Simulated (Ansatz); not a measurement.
```yaml
crystal:
  periodic: [false, false, false]
  atoms:
    - {symbol: N, position_ang: [-0.959131, 1.052222, -0.452111]}
    - {symbol: C, position_ang: [0.030416, 0.163662, -0.534631]}
    - {symbol: C, position_ang: [0.214181, -1.212945, -1.125407]}
    - {symbol: C, position_ang: [0.607739, -1.288314, 0.240258]}
    - {symbol: N, position_ang: [1.100695, 0.144584, 0.614025]}
    - {symbol: H, position_ang: [-0.950357, 1.884696, -0.040776]}
    - {symbol: H, position_ang: [-1.612265, 0.913623, -1.303672]}
    - {symbol: H, position_ang: [0.719588, -2.074328, 1.054604]}
    - {symbol: H, position_ang: [0.736298, 0.418912, 1.554667]}
basis:
  gaussian: {orbitals: def2-TZVPP}
magnetization: {spin_polarized: true, initial_magnetization: 1}
hamiltonian: {xc: {name: r2SCAN}, dispersion: d3bjatm}
scf: {lower_state_search: light}
```

```sh
$ ansatz run in.yaml --threads 2 --pin off --events-out ev --progress --plain --max-ram 4352MiB
```

Shortened log:

```
Error: a molecule whose nuclei and cores have a total charge of 36 cannot have a net charge of 0 together with 1 unpaired electrons
```

Task: What is wrong with this run?

Result: The number of unpaired electrons doesn't fit the electron count. The input was rejected before any iteration.
